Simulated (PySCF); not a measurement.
## How far are cheaper levels from CCSD(T)/CBS for BO⁺?

PySCF; the state is a singlet (closed shell). The composite is CCSD(T) extrapolated to the basis-set limit from two correlation-consistent sets, with core-valence (CV) and scalar-relativistic (SR) terms as its label shows; it has no spin–orbit coupling and nothing beyond (T). Here it is CCSD(T)/CBS(TQ)+CV+SR. It gives Re = 1.202 Å, ωe = 1817 cm⁻¹ and De = 3.70 eV to B⁺ + O.

```csv
level,basis,relativity,Re (Å),ωe (cm⁻¹),De (eV)
RHF-CCSD,x2c-SVPall,spin-free X2C,1.197,1965,3.09
RHF-CCSD,def2-TZVPPD,no relativity,1.195,1926,2.92
PBE,cc-pVDZ,no relativity,1.214,1833,4.61
PBEsol,x2c-SVPall,spin-free X2C,1.205,1904,5.37
PBEsol,cc-pVDZ,no relativity,1.212,1849,4.97
PBE0,x2c-SVPall,spin-free X2C,1.186,2011,4.18
PBE0,def2-SVPD,no relativity,1.186,2005,4.06
B97-3,def2-TZVPPD,no relativity,1.183,1987,3.92
BHandHLYP,def2-TZVPPD,no relativity,1.168,2074,3.02
ωB97X,def2-SVPD,no relativity,1.183,2036,3.97
```

Problem. Give the difference of each row from the composite.

Solution. 

```csv
level,basis,ΔRe (pm),Δωe (%),ΔDe (eV)
RHF-CCSD,x2c-SVPall,-0.5,+8.1,-0.61
RHF-CCSD,def2-TZVPPD,-0.7,+6.0,-0.78
PBE,cc-pVDZ,+1.2,+0.9,+0.91
PBEsol,x2c-SVPall,+0.3,+4.8,+1.67
PBEsol,cc-pVDZ,+1.0,+1.8,+1.27
PBE0,x2c-SVPall,-1.6,+10.7,+0.48
PBE0,def2-SVPD,-1.6,+10.3,+0.36
B97-3,def2-TZVPPD,-1.9,+9.4,+0.22
BHandHLYP,def2-TZVPPD,-3.4,+14.1,-0.68
ωB97X,def2-SVPD,-1.9,+12.1,+0.27
```

Problem. Which rows come closest in De?

Solution. B97-3 in def2-TZVPPD (+0.22 eV), counted from the composite.

Correlated steps freeze 2 core orbitals. Correlated levels converge slowly with the basis: in double zeta they bind strong bonds too weakly, by up to about 1 eV, and carry superposition errors of some tenths. For an ion De counts to the pair picked by the measured ionisation energies or electron affinities, which need not be the lowest pair at this level. Where the molecule has an RHF reference, its open-shell atoms are computed with UHF. The CCSD T1 diagnostic is raised in BO⁺, a sign that a single reference may not be enough there.
